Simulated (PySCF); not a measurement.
# Substituent chemical shifts

Parent skeleton `[F:1][c:2]1[cH:3][cH:4][cH:5][cH:6][cH:7]1`; one hydrogen on atom 5 is replaced by X. Hydrogens on one atom are averaged.

Computational details: geometry: PBE0-D3(BJ)/def2-SVP, shielding tensors at PBE0/pcSseg-1 (GIAO), in PySCF 2.14 (fast rotation and ring inversion assumed for equivalent nuclei, no solvent model, a single conformation, non-relativistic).

Scale: CFCl3 for ¹⁹F (177.25 ppm); ¹³C (184.41 ppm), ¹H (31.27 ppm) against TMS (reference shieldings calculated alike).

Parent (X = H): F1 -109.6, C2 170.7, C3/C7 120.8, C4/C6 135.7, C5 128.7, H(C3)/H(C7) 7.15, H(C4)/H(C6) 7.46 ppm. Effects are Δδ = δ(X) − δ(H), positive for deshielding.

**Question.** Give Δδ (ppm) for X = BH2, BMe2, CH2OCH3, propynyl, allyl.

**Answer.** 
```csv
X,SMILES,F1,C2,C3/C7,C4/C6,C5,H(C3)/H(C7),H(C4)/H(C6)
BH2,Bc1ccc(F)cc1,+15.5,+4.7,-0.7,+17.8,+14.5,+0.11,+0.75
BMe2,CB(C)c1ccc(F)cc1,+8.6,+3.1,-1.1,+8.5,+11.7,+0.01,+0.66
CH2OCH3,COCc1ccc(F)cc1,-3.1,-0.7,-0.2,-1.1,+10.9,-0.01,+0.02
propynyl,CC#Cc1ccc(F)cc1,+0.1,-1.4,-0.6,+4.9,-4.2,-0.10,+0.04
allyl,C=CCc1ccc(F)cc1,-5.3,-1.5,-0.4,+0.4,+10.9,-0.06,-0.14
```

**Question.** Which position responds most, and to which substituents?

**Answer.** F1: from -5.3 ppm with allyl to +15.5 ppm with BH2.

Unscaled 19F shifts against computed CFCl3 carry errors that often reach 10 to 50 ppm.
